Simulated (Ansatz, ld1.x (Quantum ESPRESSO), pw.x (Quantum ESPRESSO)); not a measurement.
Nb (Z = 41): does the TM potential hold in the solid?

| Quantity | Value |
| --- | --- |
| Element | niobium (Nb) |
| Generator | ld1.x (Quantum ESPRESSO) 7.5 |
| Type | norm-conserving Troullier–Martins (Kleinman–Bylander form) |
| Functional | LDA (PW92) |
| Relativity | scalar-relativistic |
| Frozen core | [Kr] |
| Valence charge | 5 |
| Reference configuration | 4d4 5s0 5p0 (charge +1) |
| Partial waves | 5s (bound, empty): rc 2.80 bohr; 5p (bound, empty): rc 3.85 bohr; 4d (bound): rc 1.85 bohr |
| Local potential | all-electron potential smoothed inside 2.55 bohr (lloc = -1) |
| Core correction | a·sin(br)/r model core, default radius (core density twice the valence density) |

Atomic tests: cutoffs needed: 35 Ry and 45 Ry (the cutoffs (Ry, on a coarse ladder) from which the occupation-weighted sum of valence levels, in a spherical-Bessel basis at the reference potential, stays within 10 and 1 mRy of its value at 400 Ry); ghost test: ghost state, extra bound levels that the all-electron valence spectrum of the same l lacks: s at -8.1 eV; a true bound ghost makes a file unfit for plane-wave use (spherical-Bessel basis up to 400 Ry, 20 bohr box); configuration tests: 2 of 9 tests not solved or not reliable.

Crystal test: sc Nb in pw.x 7.5, no spin, 12³ k-points, Fermi–Dirac smearing 0.01 Ry, cutoffs 55/220 Ry. The reference is all-electron LAPW (Ansatz 0.2.0) with the same functional, mesh and smearing; V0 and B0 come from Birch–Murnaghan fits to the pressures at five volumes. Errors are pseudo minus all-electron; Δ is the rms difference of the E(V) curves that follow from these fits, minima aligned, over ±6 % about the mean V0. Mesh and smearing are coarse, so the numbers serve the comparison and aren't converged zero-temperature values; the lattice is a test structure that the element need not adopt.

All-electron: a0 = 2.666 Å (V0 = 18.95 Å³/atom), B0 = 150.3 GPa.

How far does the potential miss the all-electron equation of state?

mean pressure error (GPa): -8.42; a0 (Å): 2.613; a0 error (%): -1.98; B0 error (%): -1.6; Δ (meV/atom): 36.4. The largest radius (3.85 bohr) exceeds half the bond length (2.51 bohr), so the spheres overlap, which is one possible source of error among others. This is a poor potential for the solid. Note: ghost state, extra bound levels that the all-electron valence spectrum of the same l lacks: s at -8.1 eV. A true bound ghost makes a file unfit for plane-wave use. Atomic configuration tests: 2 of 9 tests not solved or not reliable. The logarithmic derivative shows an extra or strongly shifted pseudo pole above the reference energy (s near -0.59 Ry, p near 1.18 Ry).

```csv
V (Å³/atom),P all-electron (GPa),P pseudo (GPa)
17.827,10.33,0.12
18.296,5.63,-3.55
18.765,1.48,-6.82
19.234,-2.19,-9.73
19.703,-5.44,-12.31
```

At the middle volume, how do free energy and pressure move when the wave cutoff is lowered (ecutrho kept at four times it)?

| cutoff (Ry) | shift of F (meV/atom) | shift of P (GPa) |
| --- | --- | --- |
| 25 | +990.0 | -28.10 |
| 33 | +129.3 | -6.24 |
| 44 | +3.7 | -0.40 |

The run at the middle volume (84 k-points, 8 iterations) took about 5.5 s on one core of a shared host (Neoverse-V1, 32 threads, 126 GiB, load 11).
